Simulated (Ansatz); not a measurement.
**Dissociation curves of BH3O (SMILES [H]B([H])O)**

BH3O has 5 atoms, charge 0, and is taken as a singlet. As SMILES, `[H]B([H])O`. The coordinates come from a GFN2-xTB relaxation.

```
atom    x (Å)    y (Å)    z (Å)
   B   0.2710   0.3025  -0.1085
   H   1.4036   0.3900  -0.3956
   H  -0.4329   1.2514  -0.0807
   O  -0.1594  -0.9187   0.1745
   H  -1.0822  -1.0252   0.4103
```

The B1–O4 distance is scanned; the parts on either side stay rigid. Basis STO-3G, 2 core orbitals frozen in the correlated methods; program Ansatz 0.2.0. FCI is exact within this basis and core. Energies in eV from each method's value at 1.325 Å; methods without a U are spin-restricted. The shape above is that at 1.325 Å.

```
distance (Å)  SVWN5   PBE0  BHLYP  CCSD   FCI
       1.325   0.00   0.00   0.00  0.00  0.00
       1.657   1.70   1.74   1.87  1.76  1.68
       1.988   4.44   4.55   4.79  4.40  4.28
       2.651   8.41   8.58   9.07  6.75  6.74
       3.313  10.08  10.33  11.09  7.08  7.07
```

Departure from the FCI curve at its largest: SVWN5 +3.01 eV at 3.31 Å; PBE0 +3.27 eV at 3.31 Å; BHLYP +4.03 eV at 3.31 Å; CCSD +0.12 eV at 1.99 Å. Restricted functionals keep the electrons paired too, and rise too high.
